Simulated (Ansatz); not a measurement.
C3H5NO can be A, `CC1=C(O)N1`, or B, `NCC=C=O`.

Isolated molecules relaxed with PBE0-D4/def2-TZVP in Ansatz; ΔE leaves out vibrations. CCSD(T)/CBS is the MP2 limit (def2-TZVPP, def2-QZVPP) plus CCSD(T) − MP2 in def2-TZVPP, frozen cores. DFT in def2-TZVPP. B3LYP here is the variant with VWN-RPA as its local correlation; programs differ in this. Each species was taken in one conformer, which may not be the lowest.

Question: Which is lower in electronic energy at CCSD(T)/CBS, and by how much? (Estimate.)

Answer: The calculation gave: B, by 51.7 kcal/mol.

Question: Give E(B) − E(A) in kcal/mol with CCSD(T)/def2-TZVPP, MP2/def2-TZVPP, B3LYP, B3LYP-D4, LDA (SPW92), CCSD(T)/def2-SVP, CCSD/def2-TZVPP. (Best estimate.)

Answer: Computed: CCSD(T)/def2-TZVPP -52.8, MP2/def2-TZVPP -52.4, B3LYP -54.2, B3LYP-D4 -54.2, LDA (SPW92) -46.6, CCSD(T)/def2-SVP -54.1, CCSD/def2-TZVPP -53.5. None reverses the order clearly.

Question: Does the order hold for the free energy at 298.15 K (harmonic terms from PBE0-D4)? (Best estimate.)

Answer: The calculation gave: Yes: G(B) − G(A) = -51.0 kcal/mol, for one conformer each.

Largest T1 diagnostic: 0.014.

In def2-TZVPP, CCSD(T) changes the Hartree–Fock value by +7.5 kcal/mol (the triples alone add +0.8 kcal/mol) and MP2 by +7.9 kcal/mol. From BLYP to BHLYP (50 % exact exchange), in def2-TZVPP and without D4, E(B) − E(A) moves by −1.6 kcal/mol.
